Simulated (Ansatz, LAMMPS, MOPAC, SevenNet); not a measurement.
# Ladder of methods for the elastic constant C11 of antifluorite Mg2Si

Reference value: 121 GPa (measured, temperature not stated, no zero-point or thermal correction; as tabulated in Råsander and Moram (2015), arXiv:1505.02379).

| level (code) | value (GPa) | cell (Å³/atom) | difference (%) |
|---|---|---|---|
| MEAM AlSiMgCuFe.meam (LAMMPS) | 90.8 | 23.05 | -25 |
| PM7 semi-empirical Hartree-Fock (MOPAC) | 307 | 18.56 | +154 |
| SevenNet-0 | 80.6 | 21.47 | -33 |
| LDA (Ansatz) | 124 | 20.44 | +2.5 |
| PBE (Ansatz) | 116 | 21.49 | -4.1 |
| PBEsol (Ansatz) | 119 | 21.10 | -1.7 |
| PBE-D3(BJ) (Ansatz) | 124 | 20.58 | +2.5 |
| HSE06 (Ansatz) | 126 | 21.21 | +4.1 |
| PBE0 (Ansatz) | 128 | 21.17 | +5.8 |

Leaving aside MEAM AlSiMgCuFe.meam (doubt noted below): The reference's temperature isn't stated, so close values are not ranked against it. Off by more than 25 %, or 35 % on the side where a correction would as a rule narrow the miss (bounds picked here): PM7 semi-empirical Hartree-Fock (MOPAC) (+154 %), SevenNet-0 (-33 %).

The reference isn't brought to a static lattice, while the calculations are for one, so the differences are not the levels' errors alone. A static lattice is as a rule stiffer than a warm one, by over a tenth in soft solids.  MEAM AlSiMgCuFe.meam: the potential file covers more elements than this solid holds. PM7 semi-empirical Hartree-Fock (MOPAC): the method was fitted mainly to molecules. PM7 semi-empirical Hartree-Fock (MOPAC): the run uses a supercell at the zone centre in place of a k mesh. PBE-D3(BJ): the dispersion coefficients are held fixed in the derivatives. Each level is taken at its own relaxed cell. K meshes differ between the levels. Ansatz's density-functional and Hartree–Fock values are scalar-relativistic unless marked +SOC, with PAW data made under PBE.

Empirical potentials (MEAM AlSiMgCuFe.meam) are fitted to chosen data: where that held the value shown, agreement is built in, and what lay outside the fit can be far off. Machine-learned potentials (SevenNet-0) are trained on DFT data: a solid inside that data is no test of them.

Differences are worked out from the printed values.

Ansatz is a quantum-chemistry and plane-wave program.
